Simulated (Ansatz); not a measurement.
## fcc Au

The numbers are results of PBE-D4 in Ansatz (plane waves, PAW), not measurements.

Run with plane-wave cutoff 520 eV, 24×24×24 k mesh, Fermi–Dirac smearing 0.05 eV, scalar-relativistic PAW data made under PBE.

Cell (relaxed at this level):

```
Au
1.0
    0.00000     2.05363     2.05363
    2.05363     0.00000     2.05363
    2.05363     2.05363     0.00000
Au
1
Cartesian
  0.00000   0.00000   0.00000
```

| Quantity | Value |
|---|---|
| bulk modulus | 162 GPa |
| band gap | zero (no gap) |
| pressure derivative B′ of the bulk modulus | 5.9 |

Measured, for comparison: bulk modulus 182 GPa (0 K value with the zero-point phonon effect removed, our sources range from 175 to 182; as tabulated in Mejia-Rodriguez and Trickey (2018), arXiv:1807.09216). Computed (rounded) less measured: bulk modulus -11 % (-7 % to -11 % over the range).

Spin–orbit coupling is not included; it can shift volumes and moduli of such heavy elements.

The computed numbers hold no vibrational or temperature effects.

Ansatz is a first-principles code.
